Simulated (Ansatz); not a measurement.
# Yb: relaxation of cell and atoms

All numbers below come from Ansatz 0.2.0, DFT, PBE, PAW with Ansatz's default frozen-core files, scalar-relativistic.

Command: `ansatz run input.yaml --threads 1 --pin off --max-ram 2048MiB --backend cpu --events-out ev --progress --plain --runs-dir out` The run took 20 s on 1 thread of Intel(R) Xeon(R) Platinum 8175M CPU @ 2.50GHz (Skylake/Cascade Lake) (shared host).

```yaml
crystal:
  lattice:
    - [0.0, 2.3581830289, 2.3581830289]
    - [2.3581830289, 0.0, 2.3581830289]
    - [2.3581830289, 2.3581830289, 0.0]
  atoms:
    - { symbol: Yb, position: [0.0, 0.0, 0.0] }
kpoints:
  mp_grid: { grid: [13, 13, 13] }
scf:
  occupations: { method: fermi_dirac, width: 0.05 }
hamiltonian:
  xc: pbe
  pseudopotentials: { kind: paw }
output:
  forces: true
  stress: true
relax:
  f_tol: 0.005
  max_steps: 80
  cell: {}
```

Where the f shell is localised, expect the real compound to differ from this run without U.

Spin–orbit coupling is left out, though it moves levels of the heavy atoms by tenths of an eV or more.

The cell is built from the fcc type as a first guess.

The cutoff is 420 eV; energies and pressures of the walk include the program's estimate of the Pulay term.

Each frame lists the cell vectors (Å), then Cartesian positions (Å); symmetry keeps all forces zero. Free energies count from the first step, -13794.8030 eV.

The walk took 8 evaluations in all; steps that aren't listed are left out.

Step 1: E = 0.0 meV, P = 9.73 GPa

```
cell 0.0000 2.3582 2.3582 2.3582 0.0000 2.3582 2.3582 2.3582 0.0000
Yb    0.0000    0.0000    0.0000
```

Step 2:

```
cell 0.0000 2.4731 2.4731 2.4731 0.0000 2.4731 2.4731 2.4731 0.0000
Yb    0.0000    0.0000    0.0000
```

Step 3: E = -220.3 meV, P = 0.92 GPa

```
cell 0.0000 2.5710 2.5710 2.5710 0.0000 2.5710 2.5710 2.5710 0.0000
Yb    0.0000    0.0000    0.0000
```

Step 4: E = -224.0 meV, P = 0.08 GPa

```
cell 0.0000 2.6027 2.6027 2.6027 0.0000 2.6027 2.6027 2.6027 0.0000
Yb    0.0000    0.0000    0.0000
```

Step 5: E = -224.0 meV, P = 0.00 GPa

```
cell 0.0000 2.6058 2.6058 2.6058 0.0000 2.6058 2.6058 2.6058 0.0000
Yb    0.0000    0.0000    0.0000
```

Step 6: E = -227.7 meV, P = 0.14 GPa (the cell of the step before, solved again on a basis chosen afresh, hence the jump)

(1) Give the energy, pressure of step 2.

(2) How does the relaxation end?

Answers

(1) E = -165.5 meV, P = 4.07 GPa
```
Yb    0.0000    0.0000    0.0000
```

(2) It converges, with a = 5.223 Å, b = 5.223 Å, c = 5.223 Å, α = 90.00°, β = 90.00°, γ = 90.00° (conventional cell, space group Fm-3m). The last solve (on a basis chosen afresh for the final cell, so its energy is not quite comparable) gives E = -227.9 meV, P = 0.02 GPa:
```
cell 0.0000 2.6113 2.6113 2.6113 0.0000 2.6113 2.6113 2.6113 0.0000
Yb    0.0000    0.0000    0.0000
```
